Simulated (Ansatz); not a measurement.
C$_{3}$H$_{3}$F$_{2}$N, SMILES `FC1(F)CC=N1`, relaxed with RKS PBE0-D4/def2-TZVP in Ansatz 0.2.0 from a PBE-D4/def2-SVP geometry. The force threshold is 0.005 eV/Å; the program also tests the step.

Charge 0, multiplicity 1.

Start:

```xyz
9

F    -1.514   -1.257    0.470
C    -0.886   -0.078    0.256
F    -1.575    0.885    0.910
C     0.655   -0.078    0.469
C     0.569    0.224   -1.009
N    -0.718    0.223   -1.185
H     1.095   -1.054    0.757
H     1.045    0.728    1.124
H     1.331    0.406   -1.791
```

**Question.** How much energy does the relaxation release, and in how many steps? (Estimate.)

**Answer.** Computed: 0.05 eV, in 4 steps.

**Question.** Which bonds change most? (Estimate.)

**Answer.** Computed: C5–H9 from 1.107 to 1.087 Å; C4–H7 from 1.109 to 1.091 Å; C4–H8 from 1.109 to 1.091 Å; C5–N6 from 1.299 to 1.281 Å.

**Question.** Give the relaxed structure. (Estimate.)

**Answer.** The calculation gave: 
```xyz
9

F    -1.502   -1.242    0.468
C    -0.877   -0.077    0.253
F    -1.562    0.873    0.903
C     0.650   -0.078    0.467
C     0.567    0.222   -1.002
N    -0.703    0.221   -1.171
H     1.081   -1.039    0.747
H     1.031    0.717    1.109
H     1.314    0.402   -1.772
```
